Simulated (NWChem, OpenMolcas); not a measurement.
**How basis sets differ on Li2 (SMILES [Li][Li])**

Li2 has 2 atoms, charge 0, and is taken as a singlet. SMILES: `[Li][Li]`. The bond length is the measured one.

```csv
atom,x (Å),y (Å),z (Å)
Li,0.0000,0.0000,0.0000
Li,0.0000,0.0000,2.6729
```

Each level gives the vertical ionisation energy (to the doublet cation) (eV). The values are calculated.

| level | kind | program | value (eV) |
| --- | --- | --- | --- |
| HF/STO-3G | Hartree–Fock | NWChem | 3.71 |
| HF/3-21G | Hartree–Fock | OpenMolcas | 4.32 |
| HF/3-21G, open shells restricted | Hartree–Fock | OpenMolcas | 4.32 |
| HF/6-31G | Hartree–Fock | OpenMolcas | 4.36 |
| HF/6-31G, open shells restricted | Hartree–Fock | OpenMolcas | 4.36 |
| HF/aug-cc-pVTZ | Hartree–Fock | OpenMolcas | 4.35 |

The values span 3.71 to 4.36 eV. Minimal STO sets describe s-block atoms so badly that they can place the ion below the atom.
